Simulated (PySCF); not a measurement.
**BH2F (SMILES BF), step by step**

We compute a geometry optimisation (SPW92/ANO-R1), then the harmonic vibrations, then the energy (CCSD(T)/cc-pVDZ), then the vertical excitations (EOM-CCSD/BFD-VDZ) of BH2F. The job is set up through a Python script.

The calculation is run with PySCF 2.14.0.

## Step 1: The molecule

BH2F: 4 atoms, total charge 0, spin state singlet. As SMILES, `BF`. All atoms were displaced at random from a relaxed shape. The run starts from this shape.

Bond lengths: B1–F2 1.448 Å, B1–H3 1.169 Å, B1–H4 1.259 Å. Angles: F2–B1–H3 121.8°, F2–B1–H4 111.7°, H3–B1–H4 126.6°.

## Step 2: A geometry optimisation at SPW92/ANO-R1 (density fitting with def2-universal-jkfit) (run 1)

Input file job.py:

```python
# BF
from pyscf import gto, dft
from pyscf.geomopt.geometric_solver import kernel as optimise

molecule = gto.M(
    atom=[
    ('B', (-0.097422, -0.014676, -0.047856)),
    ('F', (1.174950, -0.282855, 0.590061)),
    ('H', (-1.063283, -0.611321, 0.230030)),
    ('H', (-0.005073, 0.908107, -0.898891)),
],
    verbose=3,
    max_memory=1860,
    basis='ano-r1',
)

mf = dft.RKS(molecule, xc='spw92')
mf = mf.density_fit(auxbasis='def2-universal-jkfit')
converged, mol_eq = optimise(mf, maxsteps=100)
print('converged:', converged)
print(mol_eq.tostring())

mf.reset(mol_eq)
molecule = mol_eq
mf.kernel()
energy = mf.e_tot
print('Final energy', energy)
```

Launch:

```sh
$ OMP_NUM_THREADS=1 python job.py
```

Log:

```text
maxiter                   100
----------------------------------------------------------
Custom engine selected.
Bonds will be generated from interatomic distances less than 1.20 times sum of covalent radii
12 internal coordinates being used (instead of 12 Cartesians)
Internal coordinate system (atoms numbered from 1):
Distance 1-2
Distance 1-3
Distance 1-4
Angle 2-1-4
Angle 3-1-4
Out-of-Plane 1-2-3-4
Translation-X 1-4
Translation-Y 1-4
Translation-Z 1-4
Rotation-A 1-4
Rotation-B 1-4
Rotation-C 1-4
> ===== Optimization Info: ====
> Job type: Energy minimization
> Maximum number of optimization cycles: 100
> Initial / maximum trust radius (Angstrom): 0.100 / 0.300
> Convergence Criteria:
> Will converge when all 5 criteria are reached:
>  |Delta-E| < 1.00e-06
>  RMS-Grad  < 3.00e-04
>  Max-Grad  < 4.50e-04
>  RMS-Disp  < 1.20e-03
>  Max-Disp  < 1.80e-03
> === End Optimization Info ===

[... 10 lines left out ...]
converged SCF energy = -124.98045101814
[... 18 lines left out ...]
converged SCF energy = -124.991004387082
[... 37 lines left out ...]
converged SCF energy = -124.992541454481
[... 37 lines left out ...]
converged SCF energy = -124.992578312452
[... 37 lines left out ...]
converged SCF energy = -124.992580977921
[... 29 lines left out ...]
Converged! =D
[... 1 line left out ...]
converged: True
B          -0.04270467        0.01443487       -0.05099964
F           1.08918807       -0.27990811        0.58161421
H          -1.03446886       -0.62154461        0.25178003
H          -0.00411892        0.89831193       -0.88593821
converged SCF energy = -124.992580913302
Final energy -124.99258091330157
```

It took 14 s on 1 thread of Arm Neoverse V1, shared host; peak memory 0.21 GiB.

The path in brief:

```csv
step,energy from the first frame kept (eV),largest force (eV/Å)
0,0.0000,4.6526
1,-0.2872,1.1043
2,-0.2995,1.0206
3,-0.3290,0.2389
4,-0.3299,0.0416
5,-0.3300,0.0380
6,-0.3300,0.0315
7,-0.3301,0.0040
8,-0.3301,0.0034
```

After the run. Bond lengths: B1–F2 1.330 Å, B1–H3 1.216 Å, B1–H4 1.216 Å. Angles: F2–B1–H3 117.4°, F2–B1–H4 117.4°, H3–B1–H4 125.2°.

## Step 3: Vibrational wavenumbers at SPW92/ANO-R1 (density fitting with def2-universal-jkfit) (run 2)

Input file job.py:

```python
from pyscf import gto, dft, symm
from pyscf.hessian import thermo

mol = gto.M(
    atom=[
    ('B', (-0.645513, 0.167862, -0.360777)),
    ('F', (0.486380, -0.126481, 0.271837)),
    ('H', (-1.637436, -0.468090, -0.058371)),
    ('H', (-0.606542, 1.051625, -1.195785)),
],
    verbose=3,
    basis='ano-r1',
    max_memory=1860,
)

ks = dft.RKS(mol, xc='spw92')
ks = ks.density_fit(auxbasis='def2-universal-jkfit')
ks.kernel()

etot = ks.e_tot
print('Final energy', etot)
hess = ks.Hessian().kernel()
modes = thermo.harmonic_analysis(mol, hess)
thermo.dump_normal_mode(mol, modes)
symm.geom.TOLERANCE = 1e-3  # for the symmetry number
th = thermo.thermo(ks, modes['freq_au'], 200, 101325)
thermo.dump_thermo(mol, th)
```

Launch:

```sh
$ OMP_NUM_THREADS=1 python job.py
```

Log:

```text
converged SCF energy = -124.992580927787
Final energy -124.99258092778746
Mode                                 0                   1                   2
Irrep
Freq [cm^-1]                      956.7489           1015.1355           1133.2945
Reduced mass [au]                   1.3167              1.3575              1.1712
Force const [Dyne/A]                0.7101              0.8242              0.8863
Char temp [K]                    1376.5486           1460.5540           1630.5585
Normal mode                   x     y     z       x     y     z       x     y     z
       0   B                 0.06  0.09 -0.07    0.03 -0.11 -0.11    0.03 -0.01  0.02
       1   F                -0.03 -0.04  0.03   -0.01  0.02  0.02   -0.07  0.02 -0.04
       2   H                 0.42 -0.25  0.37   -0.13  0.40  0.42    0.37 -0.33  0.43
       3   H                -0.58  0.01 -0.19   -0.13  0.40  0.42    0.63  0.06  0.13
Mode                                 3                   4                   5
Irrep
Freq [cm^-1]                     1369.7202           2520.3718           2637.4235
Reduced mass [au]                   5.0711              1.0498              1.1403
Force const [Dyne/A]                5.6056              3.9289              4.6734
Char temp [K]                    1970.7225           3626.2539           3794.6652
Normal mode                   x     y     z       x     y     z       x     y     z
       0   B                -0.20  0.05 -0.11   -0.05  0.01 -0.03    0.05  0.08 -0.06
       1   F                 0.10 -0.03  0.06    0.00 -0.00  0.00    0.00  0.00 -0.00
       2   H                 0.02 -0.18  0.18    0.56  0.36 -0.17   -0.54 -0.34  0.16
       3   H                 0.22  0.12 -0.04   -0.02 -0.50  0.47   -0.02 -0.48  0.45
temperature 200.0000 [K]
pressure 101325.00 [Pa]
Rotational constants [GHz] 214.90334 31.74406 27.65853
Symmetry number 2
Zero-point energy (ZPE) 0.02194 [Eh]   57616.308 [J/mol]
                           tot       elec      trans        rot        vib
Entropy [J/mol/K]       208.660      0.000    143.601     64.918      0.140
Cv [J/mol/K]             25.849      0.000     12.472     12.472      0.905
Cp [J/mol/K]             34.163      0.000     20.786     12.472      0.905
Internal energy [J/mol]                      2494.338   2494.338  57641.008
Internal energy [Eh]   -124.96873  -124.99258
Enthalpy [J/mol]                             4157.230   2494.338  57641.008
Enthalpy [Eh]          -124.96809
Gibbs free energy [J/mol]                  -24563.030 -10489.269  57612.915
Gibbs free energy [Eh] -124.98399
```

Wall time 7.8 s (1 thread of Arm Neoverse V1, shared host); peak memory 0.3 GiB.

## Step 4: The energy at CCSD(T)/cc-pVDZ (run 3)

Input file input.py:

```python
from pyscf import gto, scf, cc

mol = gto.Mole()
mol.atom = [
    ('B', (-0.042705, 0.014435, -0.051000)),
    ('F', (1.089188, -0.279908, 0.581614)),
    ('H', (-1.034469, -0.621545, 0.251780)),
    ('H', (-0.004119, 0.898312, -0.885938)),
]
mol.max_memory = 1860
mol.charge = 0
mol.verbose = 4
mol.spin = 0
mol.basis = 'cc-pvdz'
mol.build()

hf = scf.RHF(mol)
hf.kernel()

mycc = cc.CCSD(hf)
mycc.kernel()
e_t = mycc.ccsd_t()
etot = mycc.e_tot + e_t
print(f'total energy: {etot:.8f} hartree')
hf.analyze()
```

Launch:

```sh
$ OMP_NUM_THREADS=1 python input.py
```

Log:

```text
PySCF version 2.14.0

[INPUT] num. atoms = 4
[INPUT] num. electrons = 16
[INPUT] charge = 0
[INPUT] spin (= nelec alpha-beta = 2S) = 0
[INPUT] symmetry False subgroup None
[INPUT] Mole.unit = angstrom
[INPUT] Symbol           X                Y                Z      unit          X                Y                Z       unit  Magmom
[INPUT]  1 B     -0.042705000000   0.014435000000  -0.051000000000 AA   -0.080700754150   0.027278196608  -0.096376032353 Bohr   0.0
[INPUT]  2 F      1.089188000000  -0.279908000000   0.581614000000 AA    2.058267018163  -0.528949460075   1.099091170213 Bohr   0.0
[INPUT]  3 H     -1.034469000000  -0.621545000000   0.251780000000 AA   -1.954863094353  -1.174549824093   0.475795243643 Bohr   0.0
[INPUT]  4 H     -0.004119000000   0.898312000000  -0.885938000000 AA   -0.007783781907   1.697563654410  -1.674180183345 Bohr   0.0

nuclear repulsion = 26.8807969143404
number of shells = 16
number of NR pGTOs = 66
number of NR cGTOs = 38
basis = cc-pvdz
ecp = {}

[... 59 lines left out ...]
CCSD converged
[... 7 lines left out ...]
Two-electron Energy =                   74.456202744880045
[... 6 lines left out ...]
MO #3   energy= -1.61803178774772  occ= 2
[... 4 lines left out ...]
MO #8   energy= -0.483772073111059 occ= 2
[... 4 lines left out ...]
MO #13  energy= 0.382884701413517  occ= 0
[... 4 lines left out ...]
MO #18  energy= 0.799588007414263  occ= 0
[... 4 lines left out ...]
MO #23  energy= 1.35005848486936   occ= 0
[... 4 lines left out ...]
MO #28  energy= 1.9282277795398    occ= 0
[... 4 lines left out ...]
MO #33  energy= 2.65536231156276   occ= 0
[... 4 lines left out ...]
MO #38  energy= 4.45985671452745   occ= 0
[... 6 lines left out ...]
pop of  0 B 2py           0.57690
pop of  0 B 2pz           0.47007
pop of  0 B 3px           0.01896
pop of  0 B 3py           0.00916
pop of  0 B 3pz           0.00936
pop of  0 B 3dxy          0.00391
pop of  0 B 3dyz          0.00193
pop of  0 B 3dz^2         0.00221
pop of  0 B 3dxz          0.00330
pop of  0 B 3dx2-y2       0.00268
pop of  1 F 1s            2.00000
pop of  1 F 2s            1.77550
pop of  1 F 3s            0.00094
pop of  1 F 2px           1.79857
pop of  1 F 2py           1.89179
pop of  1 F 2pz           1.85200
pop of  1 F 3px           0.00068
pop of  1 F 3py           0.00143
pop of  1 F 3pz           0.00086
pop of  1 F 3dxy          0.00086
pop of  1 F 3dyz          0.00023
pop of  1 F 3dz^2         0.00049
pop of  1 F 3dxz          0.00181
pop of  1 F 3dx2-y2       0.00127
pop of  2 H 1s            1.02397
pop of  2 H 2s            0.00550
pop of  2 H 2px           0.00202
pop of  2 H 2py           0.00103
pop of  2 H 2pz           0.00034
pop of  3 H 1s            1.02394
pop of  3 H 2s            0.00550
pop of  3 H 2px           0.00016
pop of  3 H 2py           0.00174
pop of  3 H 2pz           0.00148
 ** Mulliken atomic charges  **
charge of    0B =      0.39211
charge of    1F =     -0.32642
charge of    2H =     -0.03285
charge of    3H =     -0.03283
Dipole moment(X, Y, Z, Debye): -0.86573,  0.22525, -0.48454
```

It took 1.7 s on 1 thread of Arm Neoverse V1, shared host; peak memory 0.12 GiB.

## Step 5: The vertical excitations at EOM-CCSD/BFD-VDZ (core potential, root kind ee, spin of roots singlet) (run 4)

Input file run.py:

```python
import numpy
from pyscf import gto, scf, cc

mol = gto.M(
    atom='B -0.042705 0.014435 -0.051000; F 1.089188 -0.279908 0.581614; H -1.034469 -0.621545 0.251780; H -0.004119 0.898312 -0.885938',
    ecp={'B': 'bfd', 'F': 'bfd', 'H': 'bfd'},
    max_memory=1860,
    basis='bfd-vdz',
    verbose=4,
    spin=0,
)

myscf = scf.RHF(mol)
myscf.kernel()

mycc = cc.CCSD(myscf)
mycc.kernel()
e_final = mycc.e_tot
print('E(%s) = %.9f' % ('EOM-CCSD', e_final))

e, vec = mycc.eomee_ccsd_singlet(nroots=8)
roots = numpy.atleast_1d(e) * 27.211386
print('EOM-EE-CCSD roots (eV)')
for i, w in enumerate(roots, 1):
    print('%3d %10.4f' % (i, w))
```

Launch:

```sh
$ OMP_NUM_THREADS=1 python run.py
```

Log:

```text
PySCF version 2.14.0

[INPUT] num. atoms = 4
[INPUT] num. electrons = 12
[INPUT] charge = 0
[INPUT] spin (= nelec alpha-beta = 2S) = 0
[INPUT] symmetry False subgroup None
[INPUT] Mole.unit = angstrom
[INPUT] Symbol           X                Y                Z      unit          X                Y                Z       unit  Magmom
[INPUT]  1 B     -0.042705000000   0.014435000000  -0.051000000000 AA   -0.080700754150   0.027278196608  -0.096376032353 Bohr   0.0
[INPUT]  2 F      1.089188000000  -0.279908000000   0.581614000000 AA    2.058267018163  -0.528949460075   1.099091170213 Bohr   0.0
[INPUT]  3 H     -1.034469000000  -0.621545000000   0.251780000000 AA   -1.954863094353  -1.174549824093   0.475795243643 Bohr   0.0
[INPUT]  4 H     -0.004119000000   0.898312000000  -0.885938000000 AA   -0.007783781907   1.697563654410  -1.674180183345 Bohr   0.0

nuclear repulsion = 14.6167009047272
number of shells = 16
number of NR pGTOs = 164
number of NR cGTOs = 36
basis = bfd-vdz
ecp = {'B': 'bfd', 'F': 'bfd', 'H': 'bfd'}

[... 35 lines left out ...]
converged SCF energy = -27.9146054113302
[... 11 lines left out ...]
Init t2, MP2 energy = -28.1865330724721  E_corr(MP2) -0.271927661141882
[... 11 lines left out ...]
CCSD converged
[... 3 lines left out ...]
******** <class 'pyscf.cc.eom_rccsd.EOMEESinglet'> ********
max_space = 20
max_cycle = 50
conv_tol = 1e-07
partition = None
EOM-CCSD root 0 E = 0.237984488205942  qpwt = 0.952793  conv = True
EOM-CCSD root 1 E = 0.3832183095034174  qpwt = 0.947418  conv = True
EOM-CCSD root 2 E = 0.40102215506414  qpwt = 0.961081  conv = True
EOM-CCSD root 3 E = 0.4022488177871287  qpwt = 0.941919  conv = True
EOM-CCSD root 4 E = 0.4106468252364474  qpwt = 0.911143  conv = True
EOM-CCSD root 5 E = 0.4920341307539948  qpwt = 0.958951  conv = True
EOM-CCSD root 6 E = 0.5105142970933343  qpwt = 0.954418  conv = True
EOM-CCSD root 7 E = 0.5149316130184187  qpwt = 0.939223  conv = True
EOM-EE-CCSD roots (eV)
  1     6.4759
  2    10.4279
  3    10.9124
  4    10.9457
  5    11.1743
  6    13.3889
  7    13.8918
  8    14.0120
```

Wall time 5.4 s (1 thread of Arm Neoverse V1, shared host); peak memory 0.13 GiB.

The roots found:

| excited state | energy (eV) |
| --- | --- |
| 1 | 6.476 |
| 2 | 10.428 |
| 3 | 10.912 |
| 4 | 10.946 |
| 5 | 11.174 |
| 6 | 13.389 |
| 7 | 13.892 |
| 8 | 14.012 |

## Step 6: Results

```
                                                                   quantity             value
                               run 1, SPW92/ANO-R1: total energy at the end     -124.99258 Eh
                                         run 1, SPW92/ANO-R1: dipole moment            0.51 D
                                           run 1, SPW92/ANO-R1: HOMO energy          -7.60 eV
                                           run 1, SPW92/ANO-R1: LUMO energy          -2.43 eV
                                         run 1, SPW92/ANO-R1: HOMO–LUMO gap           5.17 eV
                            run 2, SPW92/ANO-R1: lowest harmonic wavenumber          957 cm⁻¹
                           run 2, SPW92/ANO-R1: highest harmonic wavenumber         2637 cm⁻¹
                                     run 2, SPW92/ANO-R1: zero-point energy       57.6 kJ/mol
run 2, SPW92/ANO-R1: ideal-gas entropy at 200 K (symmetry number 2 as used)  49.9 cal/(mol K)
                                       run 3, CCSD(T)/cc-pVDZ: total energy     -125.62756 Eh
               run 3, CCSD(T)/cc-pVDZ: dipole moment (Hartree–Fock density)            1.02 D
                run 3, CCSD(T)/cc-pVDZ: HOMO energy (Hartree–Fock orbitals)         -13.16 eV
                run 3, CCSD(T)/cc-pVDZ: LUMO energy (Hartree–Fock orbitals)           2.67 eV
              run 3, CCSD(T)/cc-pVDZ: HOMO–LUMO gap (Hartree–Fock orbitals)          15.84 eV
                                 run 3, CCSD(T)/cc-pVDZ: correlation energy        -302.9 mEh
                                     run 3, CCSD(T)/cc-pVDZ: (T) correction         -5.20 mEh
                                      run 3, CCSD(T)/cc-pVDZ: T1 diagnostic             0.013
                 run 4, EOM-CCSD/BFD-VDZ: ground-state or mean-field energy      -28.20615 Eh
              run 4, EOM-CCSD/BFD-VDZ: dipole moment (Hartree–Fock density)            1.24 D
               run 4, EOM-CCSD/BFD-VDZ: HOMO energy (Hartree–Fock orbitals)         -13.25 eV
               run 4, EOM-CCSD/BFD-VDZ: LUMO energy (Hartree–Fock orbitals)           2.55 eV
             run 4, EOM-CCSD/BFD-VDZ: HOMO–LUMO gap (Hartree–Fock orbitals)          15.80 eV
                                run 4, EOM-CCSD/BFD-VDZ: correlation energy        -291.5 mEh
                                     run 4, EOM-CCSD/BFD-VDZ: T1 diagnostic             0.015
                  run 4, EOM-CCSD/BFD-VDZ: lowest singlet excitation energy           6.48 eV
```

In words: The optimisation (run 1, SPW92/ANO-R1) took 8 steps and changed the energy by -0.330 eV. The basis (run 1, SPW92/ANO-R1) was made for a relativistic Hamiltonian, but the run is non-relativistic. All 6 modes (run 2, SPW92/ANO-R1) are real, so the shape is a minimum at this level. The basis (run 2, SPW92/ANO-R1) was made for a relativistic Hamiltonian, but the run is non-relativistic. The triples (run 3, CCSD(T)/cc-pVDZ) make up 1.7 % of the correlation energy. The basis has no diffuse functions, so Rydberg states are missing or pushed up, and the true lowest state may lie lower.
